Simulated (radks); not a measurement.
# Li²⁺ in 1s1: an all-electron calculation

Wanted: eigenvalues, radial structure and energy terms of the lithium ion Li2+.

Program: radks (a radial shooting solver on a logarithmic mesh, Libxc functionals) version 1. Level of theory: scalar-relativistic Kohn-Sham, exchange-only r2SCAN, spin-unpolarised, spherical densities, finite nucleus. These are calculated values, not measurements, unless marked.

## Step 1: What is computed

| Property | Result |
| --- | --- |
| element | lithium (Z = 3) |
| charge | +2 |
| electrons | 1 |
| configuration | 1s1 |
| nuclear rms radius | 2.444 fm |

Outer shells as boxes (Hund's rule):

Li²⁺
```
1s [↑ ]
```

## Step 2: The run

Input:

```text
Z 3
configuration 1s1 2s0 2p0
relativity scalar-relativistic
functional r2scan,
spin unpolarised
nucleus finite rms 2.444 fm
c 137.035999084
```

Q: Predict the outcome of this run.

The runs gave:

| quantity | value |
| --- | --- |
| total energy | -4.30687 hartree |
| exchange-correlation share of it | 16.76 % |
| −T/E | 1.0002 |
| highest occupied level | 1s, -99.051 eV |
| most extended occupied level | 1s, <r> = 0.515 bohr |
| radius at density 0.001 e/bohr³ | 1.55 bohr |
| maxima of the radial density | 1 |
| ionisation energy, NIST | 122.45 (theory) eV |

**Reading.** 1 principal shells are occupied and 1 maxima appear in the radial density. The top level binds by 99.051 eV, 81 % of the NIST ionisation energy of 122.45 eV; the potential of a semilocal functional falls off too fast, so its top eigenvalue is too shallow. Spin polarisation and multiplet splitting are left out.
